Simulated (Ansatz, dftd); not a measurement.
Reaction: CH3S (SMILES [CH2]S, doublet) → CH3S- (SMILES [CH2-]S) (an electron is taken up)
Each species at its own B3LYP-D3(BJ)/def2-TZVP minimum (Ansatz, a quantum-chemistry and plane-wave program).

Wanted: adiabatic electron affinity (electronic), positive where energy is released, in eV. UHF or UKS for unpaired electrons; spin-orbit terms are left out. Correlated methods leave the cores frozen. Rows without X2C or -DK are non-relativistic. CBS(X,Y): correlation extrapolated as X^-3, Hartree-Fock from the larger set. A bracket is a step between two methods taken in the basis named. The functionals are non-relativistic, so their misses hold any scalar relativity. Double hybrids freeze cores in their MP2 part. '+ core + X2C': CCSD(T) terms for core correlation (cc-pwCVTZ, 1s frozen past Ne) and scalar relativity (cc-pVTZ-DK). def2-TZVPD holds few diffuse functions, which lowers the functionals' binding of the extra electron.

| level | program | adiabatic electron affinity (eV) | difference against the last row |
|---|---|---|---|
| B3LYP-D3(BJ)/def2-TZVPD | Ansatz + dftd3 | 0.52 | -0.05 |
| B3LYP/def2-TZVPD | Ansatz | 0.52 | -0.05 |
| B2PLYP-D3(BJ)/def2-TZVPD | Ansatz + dftd3 | 0.44 | -0.13 |
| MP2/aug-cc-pV(T+d)Z | Ansatz | 0.63 | 0.06 |
| CCSD/aug-cc-pV(T+d)Z | Ansatz | 0.40 | -0.17 |
| CCSD(T)/aug-cc-pV(D+d)Z | Ansatz | 0.42 | -0.15 |
| CCSD(T)/CBS(aug-cc-pV(T+d)Z,aug-cc-pV(Q+d)Z) | Ansatz | 0.57 | 0.00 |
| CCSDT(Q)/aug-cc-pV(D+d)Z | Ansatz | 0.42 | -0.15 |
| CCSD(T)/CBS(aug-cc-pV(T+d)Z,aug-cc-pV(Q+d)Z) + [CCSDT(Q) - CCSD(T)]/aug-cc-pV(D+d)Z + core + X2C | Ansatz | 0.57 | 0.00 |
